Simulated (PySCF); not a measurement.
Atom-mapped SMILES (the numbers label the heavy atoms): `[CH3:1]/[C:2]([C:3]#[N:4])=[CH:5]/[F:6]`. Each H is labelled by its parent atom.

GIAO PBE0/pcSseg-1 shifts (PySCF 2.14.0 with density-fitted response routines, gas phase, non-relativistic, equivalent atoms averaged), each against references optimised in the same way as the molecule (TMS, NH3, CFCl3).

On the GFN2-xTB geometry: C5 168.9, C3 118.8, C2 99.6, C1 16.8, N4 330.2, F6 -96.6, H(C5) 7.15, H(C1) 1.85 ppm.

What changes on the PBE0-D3(BJ)/def2-SVP geometry?

Results:


```csv
atoms,δ (ppm),change
C5,167.9,-1.0
C3,119.0,+0.2
C2,99.3,-0.3
C1,15.4,-1.4
N4,335.2,+5.0
F6,-90.9,+5.7
H(C5),6.93,-0.22
H(C1),1.73,-0.12
```

Unscaled 19F shifts against computed CFCl3 carry errors that often reach 10 to 50 ppm.

Bonds between heavy atoms that differ most (equivalent bonds averaged): C5–F6 1.335 → 1.317 Å, C3–N4 1.145 → 1.160 Å, C2–C3 1.416 → 1.430 Å, C2–C5 1.332 → 1.341 Å, C1–C2 1.498 → 1.501 Å. Mean change of bonds to hydrogen: C–H +0.012 Å.
